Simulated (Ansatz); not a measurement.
**CHOSi+ (triplet): from Hartree-Fock to the top rungs, cc-pVTZ**

One table from this session's results is given with a row withheld; the runs are named, their logs left out.

Program: Ansatz 0.2.0, Gaussian basis. Level of theory: cc-pVTZ, core rule «outside noble gas», up to 7 orbitals frozen. These are calculated values, not measurements.

The runs, in order: UHF; CCSD(T) on ROHF; CCSD(T) on UHF; BCCD(T) on ROHF; CCSDT(Q) on ROHF; CCSDT(Q) on UHF.

6 further runs of the same task are left out: 1 for a known fault of the program, 5 set aside as unsound or not needed.

### What is computed

The geometry is a PBE0/def2-TZVP stationary point (not a proven minimum) of the parent state, kept for this charge and spin.

4 atoms, charge 1, spin multiplicity 3.

Atoms are counted from 1 here; the program's logs count them from 0.

Bond lengths: C1–O2 1.268 Å, O2–Si3 1.699 Å, Si3–H4 1.496 Å. Angles: C1–O2–Si3 139.4°, O2–Si3–H4 117.6°.

Set-up of the first run:

File in.yaml:

```yaml
crystal:
  periodic: [false, false, false]
  atoms:
    - {symbol: C, position_ang: [0.000000, 0.333035, 1.722367]}
    - {symbol: O, position_ang: [0.000000, -0.312160, 0.630489]}
    - {symbol: Si, position_ang: [0.000000, -0.015246, -1.042169]}
    - {symbol: H, position_ang: [0.000000, 1.411369, -1.492570]}
basis:
  gaussian: {orbitals: cc-pVTZ}
total_charge: 1
magnetization: {spin_polarized: true, initial_magnetization: 2}
hamiltonian: {xc: hf}
output: {orbitals: {seedname: orbitals}}
```

Command:

```sh
$ ansatz run in.yaml --threads 1 --pin off --events-out ev --progress --plain --max-ram 4096MiB --backend cpu
```

Steps of the session up to this table: UHF; CCSD(T) on ROHF; CCSD(T) on UHF; BCCD(T) on ROHF; CCSDT(Q) on ROHF; CCSDT(Q) on UHF.

One table of the session follows, with a row left open; its other results are not shown here.

It belongs to the step «Misses and costs». 

```
   method  from UCCSDT(Q) (meV)
     ROHF              +12652.4
      UHF              +12575.8
     RMP2               +1333.9
     UMP2                     ?
    RCCSD                +694.9
    UCCSD                +684.9
 RCCSD(T)                 +75.1
 UCCSD(T)                 +74.3
  BCCD(T)                 +65.9
   RCCSDT                 +46.0
   UCCSDT                 +44.1
RCCSDT(Q)                 +19.6
UCCSDT(Q)                     0
```

**Question.** Estimate the row for UMP2.

The run gave: from UCCSDT(Q) (meV): +1311.5. In the column «from UCCSDT(Q) (meV)» it lies between RCCSD (+694.9) and RMP2 (+1333.9).

Limits of these values: Restricted and unrestricted rows rest on different reference determinants; where their highest levels disagree by more than a few hundredths of an eV, they describe different states and don't form one ladder.
